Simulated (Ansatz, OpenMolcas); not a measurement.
NOF (nitrosyl fluoride): a line through the functionals

NOF: 3 atoms, total charge 0, spin state singlet. SMILES: `O=NF`. The shape is that of a PBE0-D4/def2-TZVP optimisation.

The electronic atomisation energy y, in eV, basis def2-TZVPP; a is the functional's share of exact exchange. Programs: Ansatz 0.2.0, OpenMolcas 26.06.

| functional | program | a | y (eV) |
| --- | --- | --- | --- |
| TPSS | OpenMolcas | 0 | 9.78 |
| PBE | Ansatz | 0 | 10.78 |
| B3LYP | Ansatz | 0.2 | ? |
| PBE0 | Ansatz | 0.25 | 9.33 |
| r2SCAN0 | Ansatz | 0.25 | 8.36 |
| BHLYP | Ansatz | 0.5 | 7.67 |

Question: Fit y = c + s·a to the known rows and predict B3LYP.

Answer: 
1. Means of the 5 rows: a = 0.2000, y = 9.184.
2. Σ(Δa)² = 0.175, Σ(Δa·Δy) = -0.9265, so the slope is -0.9265/0.175 = -5.2943.
3. Intercept: 9.184 − (-5.2943) × 0.2000 = 10.243. The largest residual of the fit is 0.56.
4. B3LYP: 10.243 + (-5.2943) × 0.2 = 9.18 eV.

The run gave 9.39 eV, so the prediction is off by -0.21 eV, within the largest residual. The rows mix families of semi-local functionals, which the line can't see.
